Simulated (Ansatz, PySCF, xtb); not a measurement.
Bonds broken one at a time in the series In F-OH. Gas-phase values, no solvent. One relaxed conformer stands for each flexible species; it need not be the lowest. Strings in code marks are SMILES.

Quantity: homolytic bond dissociation enthalpy at 298 K (no spin–orbit term), in eV. Thermal and zero-point terms are GFN2-xTB rigid-rotor harmonic values (xtb).

Level 1: frozen-core MP2/def2-TZVPP // M06-2X/def2-TZVP (Ansatz, a quantum-chemistry and plane-wave program)
Level 2: BP86/6-31G* (LANL2DZ on In) // M06-2X/def2-TZVP (PySCF)
Level 3: M06-2X/6-31G* (LANL2DZ on In) // M06-2X/def2-TZVP (PySCF)
Level 4: PBE/6-31G* (LANL2DZ on In) // M06-2X/def2-TZVP (PySCF)

```json
[
 {"species": "O–In bond of `[OH][In]([OH])[F]` (H–O–In–F torsion 0°, F–In–O–H torsion -180°), giving `[OH]` and `[OH][In][F]` (H–O–In–F torsion 180°)", "level 2": "3.93", "level 3": "4.17", "level 4": "3.94"},
 {"species": "In–F bond of `[OH][In]([OH])[F]` (H–O–In–F torsion 0°, F–In–O–H torsion -180°), giving `[F]` and `[OH][In][OH]` (H–O–In–O torsion 0°, O–In–O–H torsion 180°)", "level 2": "5.19", "level 3": "5.24", "level 4": "5.19"},
 {"species": "O–In bond of `[OH][In]([OH])[OH]`, giving `[OH]` and `[OH][In][OH]` (H–O–In–O torsion 0°, O–In–O–H torsion 180°)", "level 2": "3.92", "level 3": "4.16", "level 4": "3.92"}
]
```

### Question
What does level 1 give for each?

### Answer

- O–In bond of `[OH][In]([OH])[F]` (H–O–In–F torsion 0°, F–In–O–H torsion -180°), giving `[OH]` and `[OH][In][F]` (H–O–In–F torsion 180°): 3.87
- In–F bond of `[OH][In]([OH])[F]` (H–O–In–F torsion 0°, F–In–O–H torsion -180°), giving `[F]` and `[OH][In][OH]` (H–O–In–O torsion 0°, O–In–O–H torsion 180°): 4.91
- O–In bond of `[OH][In]([OH])[OH]`, giving `[OH]` and `[OH][In][OH]` (H–O–In–O torsion 0°, O–In–O–H torsion 180°): 3.91
